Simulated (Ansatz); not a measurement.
C₃H₆S, SMILES C1CSC1, a ladder of methods at one geometry

With the Ansatz DFT code, driven from Python.

Interactive session:
```pycon
>>> import warnings
>>> import ansatz as az
>>> from ase import Atoms
>>> warnings.simplefilter("ignore", az.DeckWarning)
>>> atoms = Atoms(["C", "C", "S", "C", "H", "H", "H", "H", "H", "H"], positions=[
...     (-0.5585, 0.3494, -0.1836),
...     (-0.2414, -1.1068, -0.3169),
...     (0.7752, -0.9414, 1.1558),
...     (0.8167, 0.7539, 0.4739),
...     (-0.786, 0.8931, -1.1671),
...     (-1.4802, 0.5986, 0.4433),
...     (0.3528, -1.3533, -1.2168),
...     (-1.0454, -1.7733, -0.2335),
...     (0.6947, 1.5706, 1.2517),
...     (1.5554, 0.9581, -0.2039),
... ])
>>> geometry = az.Crystal.molecule_from_ase(atoms)
>>> setup = geometry.calculation().basis(gaussian="cc-pVDZ")
>>> methods = ["mp2", "ccsd", "ccsd_t"]
>>> reports = [setup.correlation(m).run(threads=1, pin="off").report for m in methods]

>>> print(f"Hartree-Fock reference {reports[0]['reference_energy_ev'] / 27.211386246:.6f} Ha")
Hartree-Fock reference -514.585217 Ha
>>> best = reports[-1]["free_energy_ev"] - reports[-1]["reference_energy_ev"]
>>> for method, each in zip(methods, reports):
...     gained = each["free_energy_ev"] - each["reference_energy_ev"]
...     print(f"{method:8s} total {each['free_energy_ev'] / 27.211386246:.6f} Ha  correlation {gained:9.4f} eV  ({100 * gained / best:.1f} % of the last)")
...
mp2      total -515.141951 Ha  correlation  -15.1495 eV  (89.1 % of the last)
ccsd     total -515.190257 Ha  correlation  -16.4640 eV  (96.8 % of the last)
ccsd_t   total -515.210172 Ha  correlation  -17.0059 eV  (100.0 % of the last)
```

What to keep in mind:
- Total energies depend on the basis set; only differences at equal settings carry meaning.
- The geometry is a force-field or estimated start, not a minimum of this method, and the basis set is short of its limit. A lower total doesn't mark the better method: functionals have no common bound, and MP2 and coupled cluster aren't variational.
- Inner cores stay frozen, so this is valence correlation.
- For Al to Cl the sets with a tight d function, cc-pV(X+d)Z, are usual.
- Run time: 8.7 s on 1 thread of AMD EPYC 9R14 (Zen 4) (shared host), peak memory 0.39 GiB.

(Lines on the test bed's own set-up are left out of the output.)
